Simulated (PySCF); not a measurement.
Method: PySCF energies plus ideal-gas RRHO corrections (1 bar). 'Table' is the NASA 1993 thermochemical table (part measured, part estimated). 6-31G* has spherical d functions here. All species are closed-shell singlets. B3LYP is the form with VWN-RPA correlation. The harmonic model lacks anharmonicity and excited electronic states, which grow with temperature; levels with a mode under 35 cm⁻¹ are left out.

Harmonic frequencies at B3LYP/6-31G* (cm⁻¹): 513, 513, 872, 2129. Point group C∞v; S°(298 K) = 231.9 J/mol/K at this level.

Work out Cp and S° of gaseous COS at 500, 800, 1200, 1600, 2000 K from these, and set them beside the table.


```
T (K)  Cp B3LYP/6-31G*  Cp table  S° B3LYP/6-31G*  S° table
-----  ---------------  --------  ---------------  --------
500               48.7      48.9            255.3     255.0
800               54.2      54.7            279.5     279.4
1200              57.8      58.4            302.3     302.4
1600              59.5      60.6            319.2     319.5
2000              60.5      61.9            332.5     333.2
```
Units J/mol/K.
